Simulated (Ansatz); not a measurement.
# Relaxing SrSi2Pd2

The calculation used DFT r2SCAN, scalar-relativistic, plane waves, PAW (Ansatz).

The start is a database structure of SrSi2Pd2, space group I4/mmm (No. 139).

Input of the last, converged step (default PAW datasets):

```yaml
crystal:
  lattice:
    - [-2.155, 2.155, 4.938]
    - [2.155, -2.155, 4.938]
    - [2.155, 2.155, -4.938]
  atoms:
    - { symbol: Sr, position: [0.0, 0.0, 0.0] }
    - { symbol: Si, position: [0.375, 0.375, 0.0] }
    - { symbol: Si, position: [0.625, 0.625, 0.0] }
    - { symbol: Pd, position: [0.75, 0.25, 0.5] }
    - { symbol: Pd, position: [0.25, 0.75, 0.5] }
basis:
  ecutwfc: 500
kpoints:
  mp_grid: { grid: [12, 12, 12] }
hamiltonian:
  xc: r2scan
scf:
  occupations: { method: gaussian, width: 0.1 }
output:
  forces: true
  stress: true
  eigenvalues: true
relax:
  adjacent_minimum: "off"
  f_tol: 0.01
  max_steps: 80
  cell: { stress_tol: 0.05 }
```

Launched as:

```bash
ansatz run input.yaml --threads 1 --pin off --max-ram 2560MiB --backend cpu --events-out ev --progress --plain --runs-dir out
```

It took 6 min on 1 thread of Arm Neoverse V1, with other jobs on the host, peak memory 1.1 GiB.

The program printed at the end:

```
SCF converged after 6 iterations
Free energy (F): -18808.580823 eV
Harris-Foulkes:  -18808.580823 eV  (|F-HF|=7.28e-12)
Internal energy: -18808.567913 eV  (E = F + TS)
E sigma→0 (E₀):  -18808.574368 eV
Entropy (-TS):   -0.012910 eV (-2.582 meV/atom)
Fermi energy:    12.644443 eV
--- Per-component energies (eV) ---
  E_band       = -595.617166
  E_kinetic    = 1360.550188
  E_local      = -6352.927217  (includes V_loc(G=0)·N_el)
  E_nonlocal   = 681.854536
  E_hartree    = 2577.406753
  E_xc         = -590.215117
  E_vxc        = -748.443604  (∫ρ·V_xc dr)
  E_paw        = -11297.294281  (= ΣΔE_a)
  E_vpaw       = -740.318544  (= ΣTr[D̂ρ^β])
  E_aug_tail   = 0.000222  (compensation charges beyond the density's cutoff)
  E_vtau       = 48.853745  (kinetic-family band-sum trace: ∫τ·v_τ [+ j·A + Jᵃ·Aᵃ] dr)
  E_ewald      = -5186.739922
  E_core_change = -1.203076  (= ΣΔE_core)
  E_smearing   = -0.012910  (= −TS)
  E_closure    = 0.000000  (closes the sum)
  Σ components = -18808.580823   (vs F -18808.580823, Δ=0.00e0)
--- Forces (eV/Å), atoms counted from 1 ---
  atom   1  Sr     0.00000000     0.00000000     0.00000000
  atom   2  Si     0.00000000     0.00000000     0.00035235
  atom   3  Si     0.00000000     0.00000000    -0.00035235
  atom   4  Pd     0.00000000     0.00000000     0.00000000
  atom   5  Pd     0.00000000     0.00000000     0.00000000
  max |Σ_I F_I| component: 1.11e-16 eV/Å
--- Stress (GPa, compression-positive) ---
       -0.014827       0.000000       0.000000
        0.000000      -0.014827       0.000000
        0.000000       0.000000       0.008001
  P = ⅓ Tr σ = -0.0072 GPa (-0.072 kbar)
--- Relaxed structure (5 steps of the walk, 5 accepted, 1 SCFs on fresh bases) ---
  F+E_penalty+E_count = -18808.58082318 eV   max|allowed force component| = 3.523e-4 eV/Å   (the final SCF, on the basis selected at the relaxed cell)
  cell:  # Å, volume = 92.5515 Å³
    - [-2.154317, 2.154317, 4.985449]
    - [2.154317, -2.154317, 4.985449]
    - [2.154317, 2.154317, -4.985449]
  atoms:
    - { symbol: Sr, position: [0.000000, 0.000000, 0.000000] }
    - { symbol: Si, position: [0.373085, 0.373085, 0.000000] }
    - { symbol: Si, position: [0.626915, 0.626915, 0.000000] }
    - { symbol: Pd, position: [0.75, 0.250000, 0.500000] }
    - { symbol: Pd, position: [0.250000, 0.75, 0.500000] }
```

Absolute energies hang on the potentials; compare differences alone.

The result has space group I4/mmm (No. 139). Sr is coordinated by 8 Pd at 3.29 Å, 8 Si at 3.30 Å and 2 Si at 3.72 Å; Si has 4 Pd at 2.48 Å and 1 Si at 2.53 Å; Pd has 4 Si at 2.48 Å.

Against the elements it lies at -0.77 eV/atom. Energies over the elements count from the elements' standard structures at the same level, with no empirical corrections.

For metals, differences of a few meV/atom aren't resolved.

A structure relaxed within its symmetry needn't be a true minimum.